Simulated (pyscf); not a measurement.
This saddle point was located with ωB97X-D3(BJ)/def2-SVP in PySCF.

```xyz
11

N      0.6897     0.9026     0.6174
Si    -0.7787     0.3796     0.0743
N     -1.2366    -0.2977    -1.4105
N     -2.1067     0.5182     1.1064
H      0.3476    -0.7569     0.9813
H      1.4077     0.6438    -0.0734
H     -0.1250     2.0280    -0.4011
H     -0.6693    -0.2142    -2.2457
H     -2.0021    -0.9551    -1.5102
H     -3.0617     0.6055     0.7826
H     -1.9904     0.7194     2.0926
```

Surface: singlet, charge 0. Lowest wavenumbers (cm⁻¹): 1535i, 225, 245, 250, 272.

Which two sides does it connect, and which bonds change?

`[NH2][SiH]([NH2])[NH2]` ⇌ `[NH2][SiH]([NH2])[NH2]`, a concerted two-bond exchange read from left to right: H–N, H–Si broken and H–N, H–Si formed. At CCSD(T)/def2-TZVPP + ΔMP2(QZVPP) it lies +122.2 kcal/mol from the left side and +122.2 kcal/mol from the right (each side as separated species at their lowest minima found). The same reactants have a lower exit, to HN=SiH–NH₂ + NH₃ (highest point, the separated products, at +64.3 kcal/mol at ωB97M-D3(BJ)/def2-TZVP, against +122.3 kcal/mol here). One saddle was located; it need not be the lowest between these sides. The CCSD(T) − MP2 part came from Ansatz, without density fitting, on the same reference.
